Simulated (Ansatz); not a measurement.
# HF, singlet: the ladder up to full CI

Geometry: MP2(full)/6-31G*, from the G2/97 set.

```xyz
2

F     0.0000    0.0000    0.0000
H     0.0000    0.0000    0.9339
```

Basis 6-31G; Ansatz 0.2.0. Correlated methods freeze the noble-gas cores, which leaves 8 electrons in 10 orbitals. Prefix R: restricted or restricted open-shell reference. Active spaces: valence = (8e, 5o) chosen from the atoms' valence shells.

Full CI is exact within this basis and frozen core; it isn't the basis-set limit.

The UHF ⟨S²⟩ is 0.000. The T1 diagnostic (RCCSD) is 0.0060 and the largest doubles amplitude (RCCSD) is 0.047.

```
                     level  E − E(full CI) (kJ/mol)  share of correlation (%)  wall time
                       RHF                    347.5                      0.00          –
                      RMP2                      9.9                     97.14          –
                      CISD                     14.1                     95.94     0.09 s
                     RCCSD                      2.8                     99.19          –
                  RCCSD(T)                      1.1                     99.68     0.15 s
                   BCCD(T)                      1.1                     99.68     0.22 s
                    RCCSDT                      0.9                     99.73          –
                    CISDTQ                      0.3                     99.91     0.55 s
                 RCCSDT(Q)                      0.0                    100.01     0.41 s
                   RCCSDTQ                      0.0                     99.99        1 s
    CASSCF (valence space)                    276.0                     20.58          –
    NEVPT2 (valence space)                     28.8                     91.72     0.09 s
NEVPT4(SD) (valence space)                      6.7                     98.06     0.43 s
    MRCISD (valence space)                      9.8                     97.19          –
  MRCISD+Q (valence space)                      3.6                     98.97      0.4 s
```

The correlation energy at full CI, counted from RHF, is -3.601 eV. That run took 0.79 s on 1 thread of AMD EPYC 7R13, shared host over 11,124 determinants.

Times hold each run's SCF and search for its determinant on a shared host, so for small cases they say little of a method's own cost; they ran on 1 thread of AMD EPYC 7R13.

The full-CI state has the irrep A1 of C2v, in the program's axes (one component, if the state is degenerate).

Natural occupations of full CI about the gap: 1.991 1.985 1.985 1.970 0.028 0.015 0.015 0.009 0.002 0.000; effectively unpaired electrons, Σ n²(2−n)², 0.01.

Atomization energy (electronic, same basis, no zero-point term; atoms at the same level, unrestricted beside the R rows where the molecule is a closed shell, with restricted open-shell steps beyond CCSDT(Q)) at full CI: 448.4 kJ/mol. Errors of other levels:

```json
{"level": "RHF", "error (kJ/mol)": "-122.4"}
{"level": "RMP2", "error (kJ/mol)": "7.1"}
{"level": "CISD", "error (kJ/mol)": "-8.2"}
{"level": "RCCSD", "error (kJ/mol)": "-1.3"}
{"level": "RCCSD(T)", "error (kJ/mol)": "-0.8"}
{"level": "BCCD(T)", "error (kJ/mol)": "-0.7"}
{"level": "RCCSDT", "error (kJ/mol)": "-0.8"}
{"level": "CISDTQ", "error (kJ/mol)": "-0.2"}
{"level": "RCCSDT(Q)", "error (kJ/mol)": "0.0"}
{"level": "RCCSDTQ", "error (kJ/mol)": "0.0"}
{"level": "CASSCF (valence space)", "error (kJ/mol)": "-49.3"}
{"level": "NEVPT2 (valence space)", "error (kJ/mol)": "22.4"}
{"level": "NEVPT4(SD) (valence space)", "error (kJ/mol)": "-1.0"}
{"level": "MRCISD (valence space)", "error (kJ/mol)": "-3.9"}
{"level": "MRCISD+Q (valence space)", "error (kJ/mol)": "-2.1"}
```

This basis is far from its limit, so the value isn't to be set against a measured one. Truncated CI isn't size-consistent, which counts against it in atomization.
